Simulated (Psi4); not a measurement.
Process, species as SMILES: O (H2O) → [OH-] + H+
B3LYP-D3(BJ)/def2-TZVP geometries, fixed; electronic energies without zero-point terms.
Largest species:
```
O
H 1 0.9627
H 1 0.9627 2 105.24
```

Basis-set convergence of the deprotonation energy at HF with Psi4. Cartesian d functions, on some or all atoms, in 6-31+G*; all else is spherical. Density fitting with the program's default auxiliary sets. Psi4's default fitting sets serve the pcseg sets less well. No added dispersion term, no relativity. Functions are those of the species that has most. Reference: the value in aug-cc-pV5Z, 407.28 kcal/mol, itself unsure by roughly 0.06 kcal/mol (its mean distance from aug-cc-pVQZ, def2-QZVPPD). Deviations are taken from unrounded values.

```
basis              functions  deprotonation energy (kcal/mol)  minus reference (kcal/mol)
-----------------  ---------  -------------------------------  --------------------------
pcseg-0                   13                           431.11                       23.83
6-31+G*                   23                           402.31                       -4.97
pcseg-1                   24                           423.03                       15.75
6-311+G**                 34                           406.20                       -1.08
aug-pcseg-1               41                           403.69                       -3.59
6-311++G(2d,2p)           47                           407.17                       -0.11
pcseg-2                   58                           411.73                        4.44
6-311++G(3df,3pd)         75                           407.74                        0.46
aug-pcseg-2               92                           407.00                       -0.28
pcseg-3                  126                           408.04                        0.76
aug-pcseg-3              183                           407.32                        0.04
pcseg-4                  223                           407.62                        0.34
```

The smallest set listed that lies within 2 kcal/mol of the reference with all its larger relatives (same family, alike in diffuse functions; a set with none counts only in the reference's own line) is 6-311+G** (34 functions, -1.08 kcal/mol off).
